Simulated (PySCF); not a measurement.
Gas-phase reaction: 3 AlH₂Cl = Al₂H₆ + Al + 3 Cl

Energies from PySCF, thermal terms from the rigid-rotor harmonic-oscillator model, ideal gas at 1 bar. † marks an energy on the PBE0/def2-TZVP geometry and frequencies; other levels use their own. MP2 and CCSD(T) freeze the core. 6-31G* has spherical d functions here. Open shells (unrestricted): Al (multiplicity 2, electronic degeneracy 6), Cl (multiplicity 2, electronic degeneracy 6); the rest are closed-shell singlets. Spin-orbit splitting is ignored; it lowers the true energy and changes the entropy of Al, Cl. B3LYP is the form with VWN-RPA correlation. AlH₂Cl, Al₂H₆: computed as isolated molecules; such fragments, hydroxides, amides, oligomers or adducts are transient or little studied in the gas. MP2 isn't extrapolated to the basis-set limit; its ΔH°(298 K) is 1133.3 kJ in def2-SVP and 1199.7 kJ in def2-TZVPP. CCSD(T) isn't extrapolated to the basis-set limit; its ΔH°(298 K) is 1075.1 kJ in def2-SVP and 1127.8 kJ in def2-TZVPP. The harmonic model lacks anharmonicity and excited electronic states, which grow with temperature; levels with a mode under 35 cm⁻¹ are left out.

```tsv
level	ΔE electronic, kJ	ΔH°(298 K), kJ	ΔS°(298 K), J/K	ΔG°(2500 K), kJ
B3LYP/6-31G*	1096	1102	184	596
CCSD(T)/def2-SVP†	1069	1075	185	567
HF/6-31G*	906	912	185	404
HF/def2-TZVP†	928	934	185	426
M06-2X/def2-TZVP†	1169	1175	185	666
MP2/def2-TZVPP†	1194	1200	185	691
PBE0/def2-SVP†	1142	1148	185	639
r2SCAN/def2-TZVP†	1170	1176	185	668
LDA/def2-TZVP†	1272	1278	185	770
ωB97X-V/def2-TZVP†	1170	1176	185	668
```
ΔH° is lowest at HF/6-31G* and highest at LDA/def2-TZVP†. No reference value is set beside these.
